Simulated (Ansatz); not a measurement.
Relaxation of C₂H₄F₂O (9 atoms, charge 0, multiplicity 1), to a largest force component of 0.015 eV/Å in at most 40 steps.

Level of theory: RKS PBE/cc-pVDZ in Ansatz 0.2.0.

```xyz
9
Properties=species:S:1:pos:R:3
F -1.776 0.836 -1.294
C -0.612 0.706 -0.630
O -0.502 -0.635 -0.215
C 0.493 -0.789 0.668
F 1.644 -0.296 0.144
H -0.622 1.379 0.203
H 0.218 0.989 -1.320
H 0.350 -0.269 1.625
H 0.680 -1.863 0.888
```

Where does it end, and by what steps?

It converged. After 16 steps the energy has fallen by 0.402 eV; F1 moved furthest, 1.05 Å.

```tsv
step	energy less start (eV)	largest force component (eV/Å)	accepted
0	0.0000	1.874	yes
1	-0.1892	0.806	yes
2	-0.2318	0.194	yes
3	-0.2405	0.117	yes
4	-0.2474	0.143	yes
5	-0.2574	0.131	yes
6	-0.2546	0.842	no
7	-0.2709	0.145	yes
8	-0.2825	0.376	yes
9	-0.3124	0.185	yes
10	-0.3370	0.125	yes
11	-0.3484	0.816	yes
12	-0.3926	0.247	yes
13	-0.4003	0.088	yes
14	-0.4020	0.046	yes
15	-0.4021	0.019	yes
16	-0.4022	0.003	yes
```

```xyz
9
Properties=species:S:1:pos:R:3
F -1.748 0.812 -0.242
C -0.461 0.752 -0.775
O 0.072 -0.537 -0.635
C 0.447 -0.830 0.683
F 1.617 -0.153 1.023
H 0.161 1.507 -0.245
H -0.514 0.951 -1.863
H -0.342 -0.526 1.406
H 0.642 -1.920 0.717
```

Time of the run: 52 s on 1 thread of Intel(R) Xeon(R) Platinum 8259CL CPU @ 2.50GHz (Skylake/Cascade Lake), with other jobs on the host, peak memory 0.14 GiB.
